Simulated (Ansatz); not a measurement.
CCSD(T) forces

SiNH6O (SMILES [NH3+][SiH2]O) (charge +1), singlet, at a frame of a short PBE0-D4/def2-SVP trajectory.

| atom | x (Å) | y (Å) | z (Å) |
| --- | --- | --- | --- |
| N1 | -0.6621 | 0.6208 | -0.6425 |
| Si2 | 0.7047 | -0.4521 | 0.0204 |
| O3 | 0.0314 | -0.5245 | 1.5329 |
| H4 | -1.5747 | 0.1667 | -0.6637 |
| H5 | -0.5037 | 1.0429 | -1.5528 |
| H6 | -0.8245 | 1.3666 | 0.0326 |
| H7 | 1.8704 | 0.3616 | -0.1830 |
| H8 | 0.7641 | -1.6844 | -0.8305 |
| H9 | 0.5238 | -0.7779 | 2.3701 |

Computed with Ansatz 0.2.0 (basis: def2-TZVPP); correlated methods freeze the cores.

CCSD(T) forces from the calculation:
| atom | Fx | Fy | Fz (eV/Å) |
| --- | --- | --- | --- |
| N1 | -0.549 | 0.111 | 0.117 |
| Si2 | -0.563 | -0.961 | 0.933 |
| O3 | 1.478 | -0.472 | 0.517 |
| H4 | -0.010 | -0.379 | -0.235 |
| H5 | 0.036 | 0.075 | -0.183 |
| H6 | 0.265 | 0.338 | 0.055 |
| H7 | 0.493 | 0.419 | 0.105 |
| H8 | -0.277 | 0.451 | 0.453 |
| H9 | -0.874 | 0.418 | -1.762 |

(1) Which atom feels the largest CCSD(T) force, and how large is it?

T1 diagnostic: at most 0.011.

## Answers

(1) H9, 2.01 eV/Å, along (-0.43, 0.21, -0.88).

Root-mean-square difference of the force components from those of CCSD(T): PBE-D4 0.188; r2SCAN-D4 0.060; PBE0-D4 0.079; wB97M-V 0.034 eV/Å.

For scale, one of the runs: CCSD(T)/def2-TZVPP forces, 188 basis functions, launched by `ansatz run in.yaml --threads 2 --pin off --events-out ev --progress --plain --max-ram 3481MiB`. Time: 6 min of wall clock on 2 CPU threads of an Arm Neoverse V1; the host was shared. Peak host memory: 2 GiB.
